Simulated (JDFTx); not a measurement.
System: allene, C3H4 (SMILES C=C=C), charge 0, multiplicity 1; geometry: optimised with GFN2-xTB in vacuum (no frequencies checked; largest PBE force component 0.4 eV/Å).

Method: PBE, GBRV ultrasoft potentials, plane waves to 20/100 Ha, in JDFTx (a modified build). Liquid: CANDLE, water, 2 M KCl. The liquid run sits in a periodic box with 4.5 Å from the outermost atoms to the faces; the vacuum run is isolated. The box matters at about 0.01 eV. Solvation energy here means the total energy in the continuum liquid minus that in vacuum, same nuclei, nothing added for thermal motion or standard states.

Question: What does the calculation give for the solvation energy, its fluid terms and the levels?

Answer: 
| Item | Result |
|---|---|
| solvation energy | -0.06 eV |
| part: cavitation term of the fluid | 0.39 eV |
| part: dispersion term of the fluid | -0.34 eV |
| part: electrostatic term of the fluid | -0.14 eV |
| part: distortion of the solute's electrons | 0.03 eV |
| highest occupied level in vacuum (zero: vacuum level) | -6.60 eV |
| highest occupied level in the liquid (zero: bulk electrolyte) | -6.49 eV |
